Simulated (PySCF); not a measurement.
Species: CHNO.
SMILES with atom numbers: `[NH:1]=[C:2]=[O:3]` (hydrogens: H4 on N1)

Method: PBE0-D3(BJ)/def2-TZVP geometry optimisation, gas phase in PySCF 2.14.0; density fitting, grid level 2; the optimiser is geomeTRIC in internal coordinates, started from a GFN2-xTB structure with every atom displaced at random (about 0.01 Å).

Geometry at step 0:
```
atom  x, y, z in Å
N1     -0.6617    0.1582    0.3184
C2      0.4735   -0.0207    0.4833
O3      1.5595   -0.0917    0.8161
H4     -1.3334   -0.0711   -0.3613
```

**Question.** What forces act on the atoms?

**Answer.** 
```json
{"atom": "N1", "Fx (eV/Å)": "-3.818", "Fy (eV/Å)": "0.735", "Fz (eV/Å)": "-0.327"}
{"atom": "C2", "Fx (eV/Å)": "1.197", "Fy (eV/Å)": "-0.122", "Fz (eV/Å)": "0.297"}
{"atom": "O3", "Fx (eV/Å)": "3.077", "Fy (eV/Å)": "-0.397", "Fz (eV/Å)": "0.595"}
{"atom": "H4", "Fx (eV/Å)": "-0.456", "Fy (eV/Å)": "-0.215", "Fz (eV/Å)": "-0.565"}
```

The largest, 3.90 eV/Å, acts on N1; the rms over all components is 1.509 eV/Å. The forces sum to zero within rounding, as they must for an isolated molecule in no field.

**Question.** Give the force on N1 in Eh/bohr and in nN.

**Answer.** 3.902 eV/Å ÷ 51.422 = 0.07588 Eh/bohr, and 3.902 eV/Å × 1.602 = 6.25 nN.

**Question.** How far is this geometry from the end of the optimisation?

**Answer.** 0.161 eV above it, and 0.071 Å rms away after alignment. The bonds farthest from their final lengths, with half the difference of the two atoms' forces along the bond (positive lengthens):

```csv
bond,now (Å),final (Å),force along bond (eV/Å)
N1=C2,1.161,1.208,+2.56
C2=O3,1.138,1.161,+0.95
N1–H4,0.983,1.004,-0.96
```

The angle farthest from its final value is C2–N1–H4, 136.9° against 125.4°.

Of the 3 listed bonds off by 0.010 Å or more, this force points towards the final length in 2.

The cost below is that of the whole optimisation. Hardware: an Arm Neoverse N1 with one thread, shared host with 64 logical CPUs at a one-minute load of 54. Cost: 18 s of wall time, 0.39 GiB resident at most.
